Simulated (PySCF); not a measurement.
## oxetane: calculation against experiment

**Measured values to compare with.**

From NIST CCCBDB Release 22 (SRD 101), experimental dipoles, for the gas: dipole moment (microwave Stark effect) 1.94 D.

How close the calculation comes is told at the end.

Species: oxetane, C3H6O.
SMILES with atom numbers: `[CH2:1]1[CH2:2][O:3][CH2:4]1` (hydrogens: H5, H6 on C1; H7, H8 on C2; H9, H10 on C4)

Geometry (PBE0-D3(BJ)/def2-SVP, Å), atoms numbered from 1 in this order:
```
atom  x, y, z in Å
C1    -0.0986    0.6557   -0.4408
C2     1.0582   -0.2028    0.0848
O3     0.1605   -1.1542    0.6490
C4    -0.9732   -0.3696    0.2907
H5    -0.1458    1.6887   -0.0702
H6    -0.2095    0.6599   -1.5337
H7     1.7214   -0.6503   -0.6765
H8     1.6899    0.2831    0.8514
H9    -1.5093    0.0204    1.1757
H10   -1.6937   -0.9307   -0.3304
```

The PySCF runs (gas phase, on this PBE0-D3(BJ)/def2-SVP geometry; no spin–orbit coupling):

```
                             level                                                                                                               job  basis functions
PBE0-D3(BJ)/def2-SVP, grid level 1                                                                       geometry optimisation from an MMFF94s start               86
                    B97-2/pcSseg-2                                                                                shieldings, ring-centre shieldings              228
                     PBE0/pcSseg-1                shieldings, ring-centre shieldings, charges and field gradients, density and orbital grids written               98
                    B97-D/pcSseg-2                                                                                shieldings, ring-centre shieldings              228
                      KT2/pcSseg-2                                                                                shieldings, ring-centre shieldings              228
                     OPBE/pcSseg-2                                                                                shieldings, ring-centre shieldings              228
               CAM-B3LYP/def2-SVPD  10 singlets by full TDDFT, 4 Tamm–Dancoff triplets, polarisability, ΔSCF ions, density and orbital grids written              131
                 LC-wPBE/def2-SVPD                                     10 singlets by full TDDFT, 4 Tamm–Dancoff triplets, polarisability, ΔSCF ions              131
                       PBE0/6-31G*                                                10 singlets by full TDDFT, 4 Tamm–Dancoff triplets, polarisability               68
                  PBE0/aug-cc-pVDZ                                                10 singlets by full TDDFT, 4 Tamm–Dancoff triplets, polarisability              146
                     PBE0/def2-SVP                                                10 singlets by full TDDFT, 4 Tamm–Dancoff triplets, polarisability               86
                    PBE0/def2-TZVP                                                10 singlets by full TDDFT, 4 Tamm–Dancoff triplets, polarisability              160
```

All basis functions are spherical.

Results beside the measurements:

**Dipole moment.** Measured: 1.94 D (NIST CCCBDB Release 22 (SRD 101), experimental dipoles).

```
               level  computed (D)  computed − measured (D)  % (from the printed values)
PBE0-D3(BJ)/def2-SVP          1.93                    -0.01                           -1
      B97-2/pcSseg-2          1.89                    -0.05                           -3
       PBE0/pcSseg-1          2.02                    +0.08                           +4
      B97-D/pcSseg-2          1.83                    -0.11                           -6
        KT2/pcSseg-2          1.80                    -0.14                           -7
       OPBE/pcSseg-2          1.73                    -0.21                          -11
 CAM-B3LYP/def2-SVPD          2.03                    +0.09                           +5
   LC-wPBE/def2-SVPD          2.02                    +0.08                           +4
         PBE0/6-31G*          1.93                    -0.01                           -1
    PBE0/aug-cc-pVDZ          1.88                    -0.06                           -3
       PBE0/def2-SVP          1.93                    -0.01                           -1
      PBE0/def2-TZVP          1.85                    -0.09                           -5
```

12 of the 25 levels run are shown, the closest and the furthest among them. The computed dipoles belong to one fixed geometry; measured ones are averaged over vibrations unless marked μe. Magnitudes are compared, not signs.

No measured geometry was used, and the causes of the misses weren't examined.
